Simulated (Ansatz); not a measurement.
`C=C(F)C(F)F` + H₂ → `C=C(F)CF` + H–F  (hydrogenolysis of a C–F bond)

Gas-phase electronic energies from Ansatz, PBE0-D4/def2-TZVP geometries. CCSD(T)/CBS adds triple-zeta CCSD(T) − MP2 to the extrapolated MP2 energy (def2 sets, frozen cores). This one scheme is used for every species. DFT in def2-TZVPP. B3LYP here is the variant with VWN-RPA as its local correlation; programs differ in this. One conformer a species, not always the lowest.

```
             level  ΔE (kcal/mol)  difference from CCSD(T)/CBS
            PBE-D4          -15.4                          3.4
           BLYP-D4          -14.8                          4.0
         r2SCAN-D4          -14.6                          4.2
        r2SCANh-D4          -15.3                          3.5
      CAM-B3LYP-D4          -15.9                          2.9
           ωB97X-V          -15.5                          3.3
          PBE-QIDH          -18.2                          0.6
             B3LYP          -16.8                          2.0
           r2SCANh          -15.4                          3.4
RPA@PBE/def2-TZVPP          -16.3                          2.5
       HF/def2-SVP          -15.8                          3.0
      MP2/def2-SVP          -14.1                          4.7
     CCSD/def2-SVP          -14.3                          4.5
SCS-MP2/def2-TZVPP          -18.1                          0.7
     HF/def2-QZVPP          -18.2                          0.6
    MP2/def2-QZVPP          -19.5                         -0.7
       CCSD(T)/CBS          -18.8                            0
```

(1) What do rigid-rotor, harmonic-oscillator terms from PBE0-D4/def2-TZVP frequencies (298.15 K, 1 bar) make of the CCSD(T)/CBS value? (Estimate.)

Largest T1 diagnostic among the species: 0.012.

Results:

(1) The calculation gave: ΔZPE = +4.3 kcal/mol, ΔH = -14.9 kcal/mol, ΔS = 25 J/(mol·K), ΔG = -16.7 kcal/mol.

At CCSD(T), def2-SVP lies +5.5 kcal/mol from the extrapolated value and def2-TZVPP +1.3 kcal/mol. From PBE to PBE0 (25 % exact exchange), in def2-TZVPP and without D4, ΔE moves by −1.7 kcal/mol. Leaving LDA and LC-ωPBE aside and taking each functional with its dispersion term where it has one, the values spread over 3.7 kcal/mol, from PBE-QIDH to r2SCAN-D4. LDA lies +1.6 kcal/mol from PBE without D4.
